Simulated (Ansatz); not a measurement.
Start from `[SiH3]CS` and change one atom or group to get `CC[SiH3]`.

Ansatz, PBE0-D4/def2-TZVP geometries, multiplicity 1. Each molecule was computed in one conformer, which needn't be the lowest.

| property | `[SiH3]CS` |
| --- | --- |
| HOMO–LUMO gap (ωB97M-V/def2-TZVPP) / eV | 10.76 |
| zero-point energy (PBE0-D4/def2-TZVP) / kJ/mol | 161.2 |
| ideal-gas entropy at 298 K and 1 bar (rigid rotor, harmonic PBE0-D4/def2-TZVP) / J/(mol·K) | 307 |
| HOMO–LUMO gap (B3LYP/def2-TZVPP) / eV | 6.38 |
| HOMO energy (B3LYP/def2-TZVPP) / eV | -6.61 |
| HOMO–LUMO gap (PBE0/def2-TZVPP) / eV | 6.85 |

Give the same properties after the change, and the shifts. (Estimate.)

Ansatz gave: 
| property | `CC[SiH3]` | shift |
| --- | --- | --- |
| HOMO–LUMO gap (ωB97M-V/def2-TZVPP) / eV | 12.96 | 2.20 |
| zero-point energy (PBE0-D4/def2-TZVP) / kJ/mol | 235.8 | 74.6 |
| ideal-gas entropy at 298 K and 1 bar (rigid rotor, harmonic PBE0-D4/def2-TZVP) / J/(mol·K) | 298 | -9 |
| HOMO–LUMO gap (B3LYP/def2-TZVPP) / eV | 8.76 | 2.38 |
| HOMO energy (B3LYP/def2-TZVPP) / eV | -8.32 | -1.71 |
| HOMO–LUMO gap (PBE0/def2-TZVPP) / eV | 9.22 | 2.37 |

With PBE0 the HOMO falls by 1.68 eV and the LUMO rises by 0.69 eV, so the gap widens by about 2.37 eV. PBE moves the HOMO by -1.62 eV and ωB97M-V by -1.71 eV. The zero-point energy changes by 74.6 kJ/mol with +6 modes.

B3LYP here is the variant with VWN-RPA as its local correlation; programs differ in this.
